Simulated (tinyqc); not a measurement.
Worked calculation: Pariser-Parr-Pople SCF with singles CI, for the molecule c1ccoc1 (SMILES; centres numbered as the heavy atoms are written). One step of it, computed by the program tinyqc.

Question. Iteration 1: orbitals and new P. Diagonalise F (the basis is taken as orthonormal) and form P = 2 sum c c over the lowest orbitals; 0.5 of the old P is kept.

F (eV):
```
,1C,2C,3C,4O,5C
1C,-5.761265,-4.890559,0.683570,0.746603,-4.910148
2C,-4.890559,-5.760538,-4.910867,0.746491,0.683310
3C,0.683570,-4.910867,-8.497288,-5.198857,0.694949
4O,0.746603,0.746491,-5.198857,-16.940889,-5.199376
5C,-4.910148,0.683310,0.694949,-5.199376,-8.499425
```

pi electrons, sum of z_r less the charge = 6

P at the start:
```
,1C,2C,3C,4O,5C
1C,1.197899,0.645113,-0.244261,-0.249571,0.650167
2C,0.645113,1.197899,0.650167,-0.249571,-0.244261
3C,-0.244261,0.650167,1.198854,0.645287,-0.248359
4O,-0.249571,-0.249571,0.645287,1.206493,0.645287
5C,0.650167,-0.244261,-0.248359,0.645287,1.198854
```

Give: orbital energies; P after iteration 1.

Answer.

orbital energies (eV): -21.163  -12.513  -12.004  -1.719  1.940

P after iteration 1:
```
,1C,2C,3C,4O,5C
1C,1.108,0.630,-0.151,-0.251,0.697
2C,0.630,1.108,0.697,-0.251,-0.151
3C,-0.151,0.697,1.177,0.559,-0.345
4O,-0.251,-0.251,0.559,1.429,0.559
5C,0.697,-0.151,-0.345,0.559,1.177
```
